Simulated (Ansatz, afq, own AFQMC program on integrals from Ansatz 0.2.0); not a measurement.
## C⁻, quartet: AFQMC among the cluster methods

A free C anion.

Basis aug-cc-pVDZ. Noble-gas cores (and the filled d shells of Ga–Kr and In–Xe) are frozen. AFQMC by an in-house program on the Cholesky factors that Ansatz 0.2.0 writes for its CCSD(T) run. The CISD trial takes its coefficients from CCSD amplitudes. Released means that phaseless walkers are propagated on without the constraint, phases kept. Free projection: walkers drawn from exp(T), propagated without any constraint. Its projection time is finite, and what remains of the start isn't in its error. ± is one standard error of the sampling.

Determinant: ROHF, the one that the program's search chose, which needn't be the lowest solution.

Full CI is exact in this basis; its frozen core comes from its own orbitals, which moves totals by up to a few meV.

Cautions: full CI with its own frozen core.

- T1 diagnostic: 0.0242
- weight of the determinant in the CISD state: 0.932
- size of the correlated space: 5 electrons in 22 orbitals

```json
{"level": "MP2", "correlation energy (eV)": "-2.1904"}
{"level": "CCSD", "correlation energy (eV)": "-2.7273"}
{"level": "CCSD(T)", "correlation energy (eV)": "-2.8085"}
```

Problem. Estimate where free-projection AFQMC lies against CCSD(T) on the same integrals.

Solution. 0.62 ± 0.18 mEh below CCSD(T).

Reference: full CI, correlation energy -2.833 eV. The released energy is read at 1.50 1/Eh (meV from the phaseless value at times in 1/Eh: -3 ± 5 at 0.24, -4 ± 4 at 0.50, -13 ± 4 at 1.00, -9 ± 4 at 1.50). CCSDTQ lies 0.8 meV below full CI, in part by the other frozen core, which shifts every row alike, so rows that close can't be ranked against it.

```
         level  E − E(reference) (mEh)  share of correlation (%)
       CCSD(T)                    0.92                     99.12
         CCSDT                    0.16                     99.84
      CCSDT(Q)                    0.00                    100.00
        CCSDTQ                   -0.03                    100.03
   ph-AFQMC/HF             0.24 ± 1.58                     99.77
 ph-AFQMC/CISD             0.76 ± 0.18                     99.27
released AFQMC             0.43 ± 0.16                     99.59
    free AFQMC             0.30 ± 0.18                     99.71
```

CCSDT and higher add their correlation energy to the determinant of the CCSD(T) run, since their own runs factorise the integrals more tightly (a shift of under 2 meV). Free projections are given only where their last times agree within the noise and don't stop above the reference; a slow remainder of the start can still hide under it. A walk keeps the symmetry of its determinant, which the program's search chose and which needn't be the lowest solution, so a lower state of the same spin and another symmetry isn't excluded. Released energies are given only where the last usable release times agree within the noise; a slower fall can still hide under it.
